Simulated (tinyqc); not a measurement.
Worked calculation: LCCD on RHF in the sto-6g basis, frozen core, for H2F+, spin multiplicity 1. One step of it, computed by the program tinyqc.

Task: LCCD: starting amplitudes. t_ij^ab = <ij||ab> / (e_i + e_j - e_a - e_b), whose energy is MP2.

orbital energies (hartree): MO1 -26.883818, MO2 -1.968347, MO3 -1.073773, MO4 -0.998636, MO5 -0.984630, MO6 -0.114368, MO7 0.019026

Two-electron integrals over orbitals (pq|rs), unique and non-zero (hartree); the lowest 1 orbital is frozen and left out:
```
(22|22) 0.866230    (32|32) 0.150879    (33|22) 0.744469    (33|33) 0.708503
(42|22) -0.011445   (42|33) -0.008283   (42|42) 0.163011    (43|32) 0.008438
(43|43) 0.048761    (44|22) 0.814141    (44|33) 0.692825    (44|42) -0.079758
(44|44) 0.856817    (52|52) 0.185511    (53|53) 0.037233    (54|52) -0.029253
(54|54) 0.050953    (55|22) 0.888816    (55|33) 0.732563    (55|42) -0.050576
(55|44) 0.821131    (55|55) 0.998085    (62|22) -0.131563   (62|33) -0.080950
(62|42) -0.049246   (62|44) -0.089529   (62|55) -0.134172   (62|62) 0.067185
(63|32) 0.023022    (63|43) 0.019850    (63|63) 0.070734    (64|22) -0.163407
(64|33) -0.094874   (64|42) 0.012757    (64|44) -0.165086   (64|55) -0.167403
(64|62) 0.057567    (64|64) 0.087590    (65|52) -0.045832   (65|54) -0.011709
(65|65) 0.022087    (66|22) 0.538430    (66|33) 0.526692    (66|42) 0.060793
(66|44) 0.516794    (66|55) 0.518380    (66|62) -0.045025   (66|64) -0.022702
(66|66) 0.525159    (72|32) 0.073296    (72|43) -0.018653   (72|63) -0.022149
(72|72) 0.057465    (73|22) 0.226859    (73|33) 0.169240    (73|42) -0.052960
(73|44) 0.201283    (73|55) 0.241568    (73|62) -0.063153   (73|64) -0.098041
(73|66) 0.012773    (73|73) 0.166205    (74|32) -0.049112   (74|43) 0.003828
(74|63) -0.046820   (74|72) -0.010243   (74|74) 0.048397    (75|53) 0.025619
(75|75) 0.019444    (76|32) -0.083539   (76|43) -0.054037   (76|63) -0.089813
(76|72) 0.002692    (76|74) 0.063570    (76|76) 0.167208    (77|22) 0.587046
(77|33) 0.585926    (77|42) 0.007573    (77|44) 0.563935    (77|55) 0.574847
(77|62) -0.038947   (77|64) -0.030405   (77|66) 0.519324    (77|73) 0.064328
(77|77) 0.552932
```

Give: Starting amplitudes; correlation energy.

Result:

Starting amplitudes (spin orbitals 1a, 1b, ...; amplitudes related by a flip of all spins are not repeated):

| from | to | t |
|---|---|---|
| 3a 3b | 7a 7b | -0.0760 |
| 3a 4b | 6b 7a | -0.0496 |
| 4a 4b | 6a 6b | -0.0495 |
| 3a 3b | 6a 6b | -0.0369 |
| 3a 4a | 6a 7a | -0.0259 |
| 4a 4b | 7a 7b | -0.0238 |
| 3a 4b | 6a 7b | 0.0237 |
| 2a 3b | 6a 7b | 0.0214 |
| 2a 4b | 6a 6b | -0.0210 |
| 2a 2b | 6a 6b | -0.0181 |
| 2a 2b | 7a 7b | -0.0145 |
| 2a 3a | 6a 7a | 0.0139 |
| 5a 5b | 6a 6b | -0.0127 |
| 5a 5b | 7a 7b | -0.0097 |
| 2a 3b | 6b 7a | -0.0075 |
| 2a 4b | 7a 7b | 0.0034 |

correlation energy = -0.044519 hartree
